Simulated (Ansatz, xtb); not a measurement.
**H2OSSi: which of two structures lies lower**

We compare a, `O=[SiH]S`, a singlet, with b, a singlet given by its coordinates. Both are isolated molecules in the gas phase, relaxed with PBE0-D3(BJ)/pcseg-1; the shapes shown needn't be the lowest conformers.

a (Å):

```xyz
5

O    -4.9641   -0.1513    0.9541
S    -2.1849   -0.9723    2.4030
Si   -3.4583    0.0743    1.0984
H    -2.6298    1.0586    0.3557
H    -3.1887   -1.7369    2.8940
```

b (Å):

```xyz
5

O    -4.5458   -0.3894    0.4865
S    -2.0823   -0.0190    2.0694
Si   -4.0749   -0.8965    2.0028
H    -3.9843    0.1433   -0.0939
H    -1.7884   -0.4747    3.3076
```

Close contacts (Å): O1–Si3 1.67, S2–Si3 2.18, O1–H4 0.97, S2–H5 1.35.

Quicker runs give these differences E(b) − E(a): GFN2-xTB +120.7 kJ/mol; HF/STO-3G −146.7 kJ/mol (at GFN2-xTB geometries); r2SCAN-D4/def2-SVP −37.1 kJ/mol (at GFN2-xTB geometries).

Q: Estimate E(b) − E(a) at the level CCSD(T)/def2-TZVPP.

A: Calculated at CCSD(T)/def2-TZVPP: E(b) − E(a) = −34.9 kJ/mol, so structure b lies lower.

The same difference at several levels:

| level | geometry | E(b) − E(a) (kJ/mol) | departure from the last row (kJ/mol) | job, with rough time for the two |
| --- | --- | --- | --- | --- |
| GFN2-xTB | GFN2-xTB | +120.7 | +155.6 | optimisation, 0.15 s |
| HF/STO-3G | GFN2-xTB | −146.7 | −111.8 | single point, 0.24 s |
| r2SCAN-D4/def2-SVP | GFN2-xTB | −37.1 | −2.2 | single point, 2.8 s |
| PBE0-D3(BJ)/pcseg-1 | PBE0-D3(BJ)/pcseg-1 | −37.5 | −2.6 | optimisation, 22 s |
| HF/def2-TZVPP | PBE0-D3(BJ)/pcseg-1 | −50.3 | −15.4 | part of the CCSD(T) run |
| MP2/def2-TZVPP | PBE0-D3(BJ)/pcseg-1 | −18.9 | +16.0 | part of the CCSD(T) run |
| CCSD(T)/def2-TZVPP | PBE0-D3(BJ)/pcseg-1 | −34.9 |  | single point, 37 s |

GFN2-xTB puts the two in the other order. The largest departure from CCSD(T)/def2-TZVPP is that of GFN2-xTB, 155.6 kJ/mol.

With harmonic frequencies from PBE0-D3(BJ)/pcseg-1 (ideal gas, rigid rotor, one conformer each, 298.15 K, 1 atm): the zero-point term adds +5.4 kJ/mol; ΔH is −28.9 and ΔG −30.3 kJ/mol.

The correlated steps freeze 11 core orbitals. Codes used: Ansatz 0.2.0, xtb 6.7.1; the last row on 1 thread of Arm Neoverse V1 on a shared host.
